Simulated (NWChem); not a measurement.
The numbers come from NWChem runs, not from measurements. System: formic acid (CH₂O₂), charge 0, spin multiplicity 1, at a geometry optimised with PBE0/def2-SVP. Level: CCSD(T)/def2-SVP, 3 core orbitals frozen.

Part of the output:

```
             Northwest Computational Chemistry Package (NWChem) 7.3.0
             --------------------------------------------------------

                                NWChem Input Module
                                -------------------

 Scaling coordinates for geometry "geometry" by  1.889725989
 (inverse scale =  0.529177249)

 Turning off AUTOSYM since
 SYMMETRY directive was detected!

                             Geometry "geometry" -> ""
                             -------------------------

 Output coordinates in angstroms (scale by  1.889725989 to convert to a.u.)

  No.       Tag          Charge          X              Y              Z
 ---- ---------------- ---------- -------------- -------------- --------------
    1 O                    8.0000     0.74412200     0.82757600     0.00000000
    2 C                    6.0000     0.17728400    -0.37762000     0.00000000
    3 O                    8.0000    -1.00064700    -0.58424800     0.00000000
    4 H                    1.0000     0.02446900     1.48056100     0.00000000
    5 H                    1.0000     0.96402500    -1.16146500     0.00000000

 Effective nuclear repulsion energy (a.u.)      70.5269706105

            Nuclear Dipole moment (a.u.)
            ----------------------------
        X                 Y               Z
 ---------------- ---------------- ----------------
    -0.0000037795     0.0000000000     0.0000000000

      Symmetry information
      --------------------

 Group name             Cs
 Group number              2
 Group order               2
 No. of unique centers     5

      Symmetry unique atoms

     1    2    3    4    5


 Summary of "ao basis" -> "" (spherical)
 ------------------------------------------------------------------------------
       Tag                 Description            Shells   Functions and Types
 ---------------- ------------------------------  ------  ---------------------
 *                          def2-svp                  on all atoms

 Summary of "ao basis" -> "ao basis" (spherical)
 ------------------------------------------------------------------------------
       Tag                 Description            Shells   Functions and Types
 ---------------- ------------------------------  ------  ---------------------
 O                          def2-svp                 6       14   3s2p1d
 C                          def2-svp                 6       14   3s2p1d
 H                          def2-svp                 3        5   2s1p

                                 NWChem SCF Module
                                 -----------------

  ao basis        = "ao basis"
  functions       =    52
  atoms           =     5
  closed shells   =    12
  open shells     =     0
  charge          =   0.00
  wavefunction    = RHF
  use symmetry    = T
  symmetry adapt  = T

 Summary of "ao basis" -> "ao basis" (spherical)
 ------------------------------------------------------------------------------
       Tag                 Description            Shells   Functions and Types
 ---------------- ------------------------------  ------  ---------------------
 O                          def2-svp                 6       14   3s2p1d
 C                          def2-svp                 6       14   3s2p1d
 H                          def2-svp                 3        5   2s1p

      Symmetry analysis of basis
      --------------------------

        a'         38
        a"         14

 Forming initial guess at       0.0s

      Superposition of Atomic Density Guess
      -------------------------------------

 Sum of atomic energies:        -188.00567628

      Non-variational initial energy
      ------------------------------

 Total energy =    -189.202717
 1-e energy   =    -396.940946
 2-e energy   =     137.211259
 HOMO         =      -0.399842
 LUMO         =       0.036296

      Symmetry analysis of molecular orbitals - initial
      -------------------------------------------------

  Numbering of irreducible representations:

     1 a'          2 a"

  Orbital symmetries:

     1 a'          2 a'          3 a'          4 a'          5 a'
     6 a'          7 a'          8 a'          9 a"         10 a'
[...]
 Vector   14  Occ=0.000000D+00  E= 1.808272D-01  Symmetry=a'
              MO Center=  6.9D-02,  1.3D+00, -6.1D-16, r^2= 3.8D+00
   Bfn.  Coefficient  Atom+Function         Bfn.  Coefficient  Atom+Function
  ----- ------------  ---------------      ----- ------------  ---------------
    44      1.442564  4 H  s                 49     -0.955243  5 H  s
     3     -0.783016  1 O  s                 17      0.488763  2 C  s
    21      0.372626  2 C  px                22     -0.336944  2 C  py
     8     -0.280527  1 O  py                 7      0.250999  1 O  px
     4      0.151537  1 O  px

 Vector   15  Occ=0.000000D+00  E= 2.177672D-01  Symmetry=a'
              MO Center=  1.1D+00, -1.1D+00, -6.3D-16, r^2= 3.7D+00
   Bfn.  Coefficient  Atom+Function         Bfn.  Coefficient  Atom+Function
  ----- ------------  ---------------      ----- ------------  ---------------
    49      2.235924  5 H  s                 17     -1.578160  2 C  s
    21     -0.747732  2 C  px                22      0.648193  2 C  py
    44      0.554922  4 H  s                  8     -0.247870  1 O  py
     3     -0.236723  1 O  s                 36     -0.210397  3 O  py
     7      0.200248  1 O  px                19      0.186662  2 C  py

 center of mass
 --------------
 x =  -0.04023230 y =  -0.01305553 z =   0.00000000

 moments of inertia (a.u.)
 ------------------
          77.464090716405         -61.775612839638           0.000000000000
         -61.775612839638          93.439750901800           0.000000000000
           0.000000000000           0.000000000000         170.903841618205

  Mulliken analysis of the total density
  --------------------------------------

    Atom       Charge   Shell Charges
 -----------   ------   -------------------------------------------------------
    1 O    8     8.34   1.99  1.07  0.65  2.86  1.76  0.02
    2 C    6     5.54   1.99  0.90  0.14  1.85  0.50  0.15
    3 O    8     8.39   1.99  1.07  0.72  2.81  1.78  0.02
    4 H    1     0.78   0.66  0.05  0.07
    5 H    1     0.95   0.76  0.16  0.02

       Multipole analysis of the density wrt the origin
       ------------------------------------------------

     L   x y z        total         open         nuclear
     -   - - -        -----         ----         -------
     0   0 0 0     -0.000000      0.000000     24.000000

     1   1 0 0      0.550106      0.000000     -0.000004
     1   0 1 0      0.344509      0.000000      0.000000
     1   0 0 1      0.000000      0.000000      0.000000

     2   2 0 0    -15.373987      0.000000     48.418691
     2   1 1 0     -3.068608      0.000000     28.991396
     2   1 0 1      0.000000      0.000000      0.000000
     2   0 2 0    -10.699834      0.000000     45.018498
     2   0 1 1      0.000000      0.000000      0.000000
     2   0 0 2    -12.351490      0.000000      0.000000

                   NWChem Extensible Many-Electron Theory Module
                   ---------------------------------------------


            General Information
            -------------------
      Number of processors :     1
         Wavefunction type : Restricted Hartree-Fock
          No. of electrons :    24
           Alpha electrons :    12
            Beta electrons :    12
           No. of orbitals :   104
            Alpha orbitals :    52
             Beta orbitals :    52
        Alpha frozen cores :     3
         Beta frozen cores :     3
     Alpha frozen virtuals :     0
      Beta frozen virtuals :     0
         Spin multiplicity : singlet
    Number of AO functions :    52
       Number of AO shells :    24
        Use of symmetry is : on
      Symmetry adaption is : on
         Schwarz screening : 0.10D-09

          Correlation Information
          -----------------------
          Calculation type : Coupled-cluster singles & doubles w/ perturbation
   Perturbative correction : (T)
            Max iterations :      100
        Residual threshold : 0.10D-05
     T(0) DIIS level shift : 0.00D+00
     L(0) DIIS level shift : 0.00D+00
     T(1) DIIS level shift : 0.00D+00
     L(1) DIIS level shift : 0.00D+00
     T(R) DIIS level shift : 0.00D+00
     T(I) DIIS level shift : 0.00D+00
   CC-T/L Amplitude update :  5-th order DIIS
                I/O scheme : Global Array Library
        L-threshold :  0.10D-05
        EOM-threshold :  0.10D-05
 no EOMCCSD initial starts read in
 TCE RESTART OPTIONS
 SLICE:      F
 D4D5:       F
 quantumc:   F
 qrotation:  F
 pwtce:      F
 qducc:      F
 nacto:                         0
 nrotv:                         0
 nrot:                          0

            Memory Information
            ------------------
          Available GA space size is     249034096 doubles
          Available MA space size is     104855276 doubles

 Maximum block size supplied by input
 Maximum block size        24 doubles

 tile_dim =     14

 -------------------------------------------------
   1    alpha     a'     7 doubles       0       1
   2    alpha     a"     2 doubles       7       2
   3    beta      a'     7 doubles       9       1
   4    beta      a"     2 doubles      16       2
   5    alpha     a'    14 doubles      18       5
   6    alpha     a'    14 doubles      32       6
   7    alpha     a"    12 doubles      46       7
   8    beta      a'    14 doubles      58       5
   9    beta      a'    14 doubles      72       6
  10    beta      a"    12 doubles      86       7

 Global array virtual files algorithm will be used

 Parallel file system coherency ......... OK

 4-electron integrals stored in orbital form

 v2    file size   =           736789
 4-index algorithm nr.  13 is used
 imaxsize =       30
 imaxsize ichop =        0


CCSD iterations
 ---------------------------------------------------------
 Iter          Residuum       Correlation     Cpu    Wall
 ---------------------------------------------------------
    1   0.1718017882363  -0.4966334289967     0.1     0.1
    2   0.0467731877179  -0.4982525842336     0.1     0.1
    3   0.0161670726083  -0.5075471183994     0.1     0.1
    4   0.0074323298202  -0.5084099901689     0.1     0.1
    5   0.0031020483687  -0.5093743729667     0.1     0.1
    6   0.0009319406258  -0.5096995056358     0.1     0.1
    7   0.0004702163180  -0.5097617513522     0.1     0.1
    8   0.0002186633440  -0.5097755273423     0.1     0.1
    9   0.0001324475399  -0.5097767450405     0.1     0.1
   10   0.0000692173434  -0.5097826604302     0.1     0.1
   11   0.0000103854696  -0.5097865675805     0.1     0.1
   12   0.0000043072331  -0.5097871821007     0.1     0.1
   13   0.0000020669109  -0.5097873711555     0.1     0.1
   14   0.0000012124462  -0.5097873948602     0.1     0.1
   15   0.0000006576345  -0.5097874033277     0.1     0.1
 -----------------------------------------------------------------
 Iterations converged
 CCSD correlation energy / hartree =        -0.509787403327654
 CCSD total energy / hartree       =      -189.129149586943925

 Singles contributions

 Doubles contributions
 CCSD(T)
 Using plain CCSD(T) code
             total no. of tasks           74
 total no. of tasks / no. procs           74
                         wl_min        13824           4.9
                         wl_max       941192           9.9
        thresh for no. of tasks           74

 CCSD[T]  correction energy / hartree =        -0.016288887946929
 CCSD[T] correlation energy / hartree =        -0.526076291274583
 CCSD[T] total energy / hartree       =      -189.145438474890852
 CCSD(T)  correction energy / hartree =        -0.014752640244774
 CCSD(T) correlation energy / hartree =        -0.524540043572429
 CCSD(T) total energy / hartree       =      -189.143902227188704

 Task  times  cpu:        4.5s     wall:        4.5s

 Total times  cpu:        4.6s     wall:        4.6s
```

Question: Write an NWChem input that would produce this output.

Answer: This is not unique; one that fits is 
```
start mol
memory heap 100 mb stack 700 mb global 1900 mb
geometry units angstroms nocenter noautoz
  O      0.744122     0.827576     0.000000
  C      0.177284    -0.377620     0.000000
  O     -1.000647    -0.584248     0.000000
  H      0.024469     1.480561     0.000000
  H      0.964025    -1.161465     0.000000
  symmetry group Cs
end
basis spherical
  * library def2-svp
end
scf
  rhf
  nopen 0
  maxiter 100
  thresh 1e-7
  semidirect memsize 60000000 filesize 0
end
tce
  freeze core 3
  ccsd(t)
  2eorb
  2emet 13
  thresh 1e-6
  maxiter 100
  tilesize 24
end
task tce energy
```
